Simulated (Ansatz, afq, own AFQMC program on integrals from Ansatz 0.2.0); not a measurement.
**AlSiH₂ (quartet): AFQMC on the coupled-cluster ladder, cc-pVDZ**

Aim: compute AlSiH₂ (quartet) with auxiliary-field quantum Monte Carlo on the same integrals as coupled cluster, and set the energies side by side.

Method: cc-pVDZ, frozen cores; program: Ansatz 0.2.0, Gaussian basis, and an in-house AFQMC program (afq) on its integrals; all values are calculated.

The runs, in order: PBE (unrestricted); r2SCAN (unrestricted); PBE0 (unrestricted); B3LYP (unrestricted); wB97M-V (unrestricted); B2PLYP (unrestricted); CCSD(T) on UHF; CCSDT(Q) on UHF; Phaseless AFQMC, CISD trial on UHF; Phaseless AFQMC, single-determinant trial on UHF; Free-projection AFQMC, CISD trial on UHF.

1 further run of the same task is left out (it didn't finish).

## Step 1: What is computed

The geometry is a PBE0/def2-TZVP stationary point (not a proven minimum).

4 atoms, charge 0, spin multiplicity 4.

Atoms are counted from 1 here; the program's logs count them from 0.

Bond lengths: Si1–Al2 2.409 Å, Al2–H3 1.583 Å, Al2–H4 1.583 Å. Angles: Si1–Al2–H3 117.4°, Si1–Al2–H4 117.4°, H3–Al2–H4 125.2°.

## Step 2: PBE (unrestricted)

File in.yaml:

```yaml
crystal:
  periodic: [false, false, false]
  atoms:
    - {symbol: Si, position_ang: [0.000000, 0.000000, 1.249328]}
    - {symbol: Al, position_ang: [0.000000, 0.000000, -1.159384]}
    - {symbol: H, position_ang: [0.000000, 1.405470, -1.888034]}
    - {symbol: H, position_ang: [0.000000, -1.405470, -1.888034]}
basis:
  gaussian: {orbitals: cc-pVDZ}
magnetization: {spin_polarized: true, initial_magnetization: 3}
hamiltonian: {xc: {name: PBE}}
output: {orbitals: {seedname: orbitals}}
```

Launch:

```
$ ansatz run in.yaml --threads 1 --pin off --events-out ev --progress --plain --max-ram 1843MiB
```

Log:

```text
Functional definition: PBE
  name "PBE"
  cite "Perdew, Burke & Ernzerhof, Phys. Rev. Lett. 77, 3865 (1996) doi:10.1103/PhysRevLett.77.3865"
  parent pbe
  parameter kappa = 0.804
  parameter beta = 0.06672455060314922
  exchange = pbe_x(kappa = kappa, mu = beta*pi^2/3)
  correlation = pbe_c(beta = beta)
451 factors; integrals over basis functions are off by at most 9.2e-4 eV
mean field evaluation 1: about -14494.7725 eV, gradient 9.0e0 eV
mean field evaluation 2: about -14494.7987 eV, gradient 7.8e0 eV
mean field evaluation 4: about -14495.6175 eV, gradient 3.5e-1 eV
mean field evaluation 8: about -14495.6160 eV, gradient 1.2e-2 eV
mean field -14495.61604723 eV, -532.7040642541 hartree, gradient 4.8e-5 eV, S^2 3.750639; 0 other end points of the search recorded, 0 dependent functions left out
reference -14495.61608486 eV, -532.7040656370 hartree; 16, 13 occupied and 30, 33 virtual orbitals, 451 factors
Total energy: -14495.61608486 eV, -532.7040656370 hartree
```

It took 1.2 s on 1 thread of Arm Neoverse V1, shared host.

From the report: ⟨S²⟩ of the determinant 3.751 (pure quartet: 3.75).

## Step 3: r2SCAN (unrestricted)

in.yaml, as its differences from that of step 2:

```diff
@@ -10,3 +10,2 @@
 magnetization: {spin_polarized: true, initial_magnetization: 3}
-hamiltonian: {xc: {name: PBE}}
-output: {orbitals: {seedname: orbitals}}
+hamiltonian: {xc: {name: r2SCAN}}
```

Same command.

Log:

```text
Functional definition: r2SCAN
  name "r2SCAN"
  cite "Furness, Kaplan, Ning, Perdew & Sun, J. Phys. Chem. Lett. 11, 8208 (2020) doi:10.1021/acs.jpclett.0c02405"
  cite "Furness, Kaplan, Ning, Perdew & Sun, J. Phys. Chem. Lett. 11, 9248 (2020) doi:10.1021/acs.jpclett.0c03077"
  parent r2scan
  parameter k0 = 0.174
  parameter k1 = 0.065
  parameter a1 = 4.9479
  exchange = r2scan_x(k0 = k0, k1 = k1, a1 = a1)
  correlation = r2scan_c
451 factors; integrals over basis functions are off by at most 9.2e-4 eV
mean field evaluation 1: about -14501.4831 eV, gradient 7.4e0 eV
mean field evaluation 2: about -14501.6486 eV, gradient 5.5e0 eV
mean field evaluation 4: about -14502.0666 eV, gradient 3.0e-1 eV
mean field evaluation 8: about -14502.0678 eV, gradient 4.0e-2 eV
mean field evaluation 16: about -14502.0678 eV, gradient 7.8e-5 eV
mean field -14502.06781376 eV, -532.9411623012 hartree, gradient 7.8e-5 eV, S^2 3.751274; 0 other end points of the search recorded, 0 dependent functions left out
reference -14502.06782776 eV, -532.9411628157 hartree; 16, 13 occupied and 30, 33 virtual orbitals, 451 factors
Total energy: -14502.06782776 eV, -532.9411628157 hartree
```

It took 3.1 s on 1 thread of Arm Neoverse V1, shared host.

From the report: ⟨S²⟩ of the determinant 3.751 (pure quartet: 3.75).

## Step 4: PBE0 (unrestricted)

in.yaml, as its differences from that of step 3:

```diff
@@ -10,2 +10,3 @@
 magnetization: {spin_polarized: true, initial_magnetization: 3}
-hamiltonian: {xc: {name: r2SCAN}}
+hamiltonian: {xc: {name: PBE0}}
+output: {orbitals: {seedname: orbitals}}
```

The command is unchanged.

Log:

```text
Functional definition: PBE0
  name "PBE0"
  cite "Adamo & Barone, J. Chem. Phys. 110, 6158 (1999) doi:10.1063/1.478522"
  cite "Perdew, Burke & Ernzerhof, Phys. Rev. Lett. 77, 3865 (1996) doi:10.1103/PhysRevLett.77.3865"
  parent pbe
  parameter a = 0.25
  parameter kappa = 0.804
  parameter beta = 0.06672455060314922
  exchange = (1 - a)*pbe_x(kappa = kappa, mu = beta*pi^2/3) + a*exact_x
  correlation = pbe_c(beta = beta)
451 factors; integrals over basis functions are off by at most 9.2e-4 eV
mean field evaluation 1: about -14496.6681 eV, gradient 6.0e0 eV
mean field evaluation 2: about -14496.9390 eV, gradient 3.0e0 eV
mean field evaluation 4: about -14497.0611 eV, gradient 2.2e-1 eV
mean field evaluation 8: about -14497.1044 eV, gradient 2.9e-2 eV
mean field evaluation 16: about -14497.1045 eV, gradient 3.4e-5 eV
mean field -14497.10446459 eV, -532.7587625833 hartree, gradient 3.4e-5 eV, S^2 3.750850; 0 other end points of the search recorded, 0 dependent functions left out
reference -14497.10449301 eV, -532.7587636276 hartree; 16, 13 occupied and 30, 33 virtual orbitals, 451 factors
Total energy: -14497.10449301 eV, -532.7587636276 hartree
```

Wall time 2.3 s (1 thread of Arm Neoverse V1, shared host).

From the report: ⟨S²⟩ of the determinant 3.751 (pure quartet: 3.75).

## Step 5: B3LYP (unrestricted)

in.yaml, as its differences from that of step 4:

```diff
@@ -10,3 +10,2 @@
 magnetization: {spin_polarized: true, initial_magnetization: 3}
-hamiltonian: {xc: {name: PBE0}}
-output: {orbitals: {seedname: orbitals}}
+hamiltonian: {xc: {name: B3LYP}}
```

Same command.

Log (excerpt; [...] marks lines left out):

```text
Functional definition: B3LYP
  name "B3LYP"
  cite "Stephens, Devlin, Chabalowski & Frisch, J. Phys. Chem. 98, 11623 (1994) doi:10.1021/j100096a001"
  cite "Becke, Phys. Rev. A 38, 3098 (1988) doi:10.1103/PhysRevA.38.3098"
  cite "Lee, Yang & Parr, Phys. Rev. B 37, 785 (1988) doi:10.1103/PhysRevB.37.785"
  cite "Vosko, Wilk & Nusair, Can. J. Phys. 58, 1200 (1980) doi:10.1139/p80-159"
[...]
451 factors; integrals over basis functions are off by at most 9.2e-4 eV
[...]
mean field -14504.57474066 eV, -533.0332901653 hartree, gradient 3.3e-5 eV, S^2 3.750823; 0 other end points of the search recorded, 0 dependent functions left out
reference -14504.57495856 eV, -533.0332981731 hartree; 16, 13 occupied and 30, 33 virtual orbitals, 451 factors
Total energy: -14504.57495856 eV, -533.0332981731 hartree
```

Wall time 1.6 s (1 thread of Arm Neoverse V1, shared host).

From the report: ⟨S²⟩ of the determinant 3.751 (pure quartet: 3.75).

## Step 6: wB97M-V (unrestricted)

in.yaml, as its differences from that of step 5:

```diff
@@ -10,2 +10,3 @@
 magnetization: {spin_polarized: true, initial_magnetization: 3}
-hamiltonian: {xc: {name: B3LYP}}
+hamiltonian: {xc: {name: wB97M-V}}
+output: {orbitals: {seedname: orbitals}}
```

Launched as before.

Log (excerpt; [...] marks lines left out):

```text
Functional definition: wB97M-V
  name "wB97M-V"
  cite "Mardirossian & Head-Gordon, J. Chem. Phys. 144, 214110 (2016) doi:10.1063/1.4952647"
  cite "Becke, J. Chem. Phys. 107, 8554 (1997) doi:10.1063/1.475007"
  cite "Vydrov & Van Voorhis, J. Chem. Phys. 133, 244103 (2010) doi:10.1063/1.3521275"
  # Of w^i u^j: cxij and so on, Table III.
[...]
  gx(w, u) = 1 - cx + cx01*u + cx10*w
  gss(w, u) = css00 + css04*u^4 + css10*w + css20*w^2 + css43*w^4*u^3
  gos(w, u) = cos00 + cos10*w + (cos20 + cos21*u)*w^2 + (cos60 + cos61*u)*w^6
[...]
      + integral(e_c_pw_mod_opposite_spin*gos(b97_w_opposite, b97_u_opposite)) + vv10(b, c)
451 factors; integrals over basis functions are off by at most 9.2e-4 eV
168 factors; integrals over basis functions are off by at most 9.7e-6 eV
[...]
mean field -14502.15635246 eV, -532.9444160383 hartree, gradient 2.4e-5 eV, S^2 3.751011; 0 other end points of the search recorded, 0 dependent functions left out
reference -14502.15639314 eV, -532.9444175333 hartree; 16, 13 occupied and 30, 33 virtual orbitals, 451 factors
Total energy: -14502.15639314 eV, -532.9444175333 hartree
```

Run time: 8.5 s. Hardware: 1 thread of Arm Neoverse V1, shared host.

From the report: ⟨S²⟩ of the determinant 3.751 (pure quartet: 3.75).

## Step 7: B2PLYP (unrestricted)

in.yaml, as its differences from that of step 6:

```diff
@@ -10,3 +10,3 @@
 magnetization: {spin_polarized: true, initial_magnetization: 3}
-hamiltonian: {xc: {name: wB97M-V}}
-output: {orbitals: {seedname: orbitals}}
+hamiltonian: {xc: {name: B2PLYP}}
+correlation: {electrons: outside_noble_gas}
```

Launched as before.

Log (excerpt; [...] marks lines left out):

```text
Functional definition: B2PLYP
  name "B2PLYP"
  cite "Grimme, J. Chem. Phys. 124, 034108 (2006) doi:10.1063/1.2148954"
  cite "Becke, Phys. Rev. A 38, 3098 (1988) doi:10.1103/PhysRevA.38.3098"
  cite "Lee, Yang & Parr, Phys. Rev. B 37, 785 (1988) doi:10.1103/PhysRevB.37.785"
[...]
451 factors; integrals over basis functions are off by at most 9.2e-4 eV
[...]
mean field -14495.57418976 eV, -532.7025260204 hartree, gradient 1.7e-6 eV, S^2 3.751649; 0 other end points of the search recorded, 0 dependent functions left out
10 core orbitals not correlated: weight in the atoms' cores, before any rotation towards them, 1.000 or more for the frozen orbitals, at most 0.000 for the correlated occupied ones
reference -14495.57432789 eV, -532.7025310968 hartree; 6, 3 occupied and 30, 33 virtual orbitals, 451 factors
second order -4.12526122 eV of doubles, -0.00000000 eV of singles
Total energy: -14496.68814842 eV, -532.7434632462 hartree
```

Wall time 1.6 s (1 thread of Arm Neoverse V1, shared host).

From the report: ⟨S²⟩ of the determinant 3.752 (pure quartet: 3.75).

## Step 8: CCSD(T) on UHF

in.yaml, as its differences from that of step 7:

```diff
@@ -10,3 +10,2 @@
 magnetization: {spin_polarized: true, initial_magnetization: 3}
-hamiltonian: {xc: {name: B2PLYP}}
-correlation: {electrons: outside_noble_gas}
+correlation: {method: ccsd_t, electrons: outside_noble_gas, hamiltonian_folder: ham}
```

Same command.

Log (excerpt; [...] marks lines left out):

```text
Functional definition: HF
  name "HF"
  cite "Fock, Z. Phys. 61, 126 (1930) doi:10.1007/BF01340294"
  parent pbe
[...]
451 factors; integrals over basis functions are off by at most 9.2e-4 eV
[...]
mean field -14474.53257181 eV, -531.9292608234 hartree, gradient 2.8e-6 eV, S^2 3.752694; 1 other end points of the search recorded, 0 dependent functions left out
determinant -14474.53257181 eV, -531.9292608234 hartree, with singles and doubles -14478.60767287 eV, -532.0790180252 hartree
determinant -14471.54372545 eV, -531.8194227455 hartree, with singles and doubles -14475.68906806 eV, -531.9717612768 hartree
10 core orbitals not correlated: weight in the atoms' cores, before any rotation towards them, 1.000 or more for the frozen orbitals, at most 0.000 for the correlated occupied ones
reference -14474.53257181 eV, -531.9292608234 hartree; 6, 3 occupied and 30, 33 virtual orbitals, 451 factors
second order -3.14513655 eV of doubles, -0.00000000 eV of singles
cycle   1  -4.07526620 eV  change   -1.7e-4 eV  update   6.7e-4
[...]
cycle   7  -4.07531737 eV  change   -5.6e-6 eV  update   3.1e-6
perturbative correction -0.11024857 eV, -0.0040515602 hartree
Total energy: -14478.71813775 eV, -532.0830775348 hartree
```

Run time: 1.4 s. Hardware: 1 thread of Arm Neoverse V1, shared host.

From the report: ⟨S²⟩ of the determinant 3.753 (pure quartet: 3.75); correlation -4.1856 eV; T1 0.028; largest double amplitude 0.06.

This run also writes the integrals to the folder ham.

(Part 1 of 2 ends here.)
